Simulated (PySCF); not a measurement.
[AlCl2]+: bending curve

These are results of PBE0/[Al def2-TZVP, Cl def2-TZVP], no relativity, density fitting, PySCF, not measurements.

Rigid scan from the singlet minimum (Al–Cl 1.996 Å (×2); Cl–Al–Cl 180.0°). Coordinate: the Cl–Al–Cl angle, bonds fixed. Energies in kJ/mol from the minimum.

Task: Predict the curve at 80, 90, 100, 110, 120, 130, 140, 150, 160, 170, 180.

Result: 
```csv
bond angle (°),E (kJ/mol),"dipole size (D, about the centre of mass)"
80,335.5,7.24
90,222.9,6.57
100,154.9,5.94
110,109.2,5.30
120,76.0,4.62
130,51.0,3.92
140,32.0,3.18
150,17.8,2.41
160,7.9,1.62
170,2.0,0.81
180,0.0,0.00
```

The scan took 12 s on 2 threads of a shared Arm Neoverse V2 host; the process peaked at 0.95 GiB.
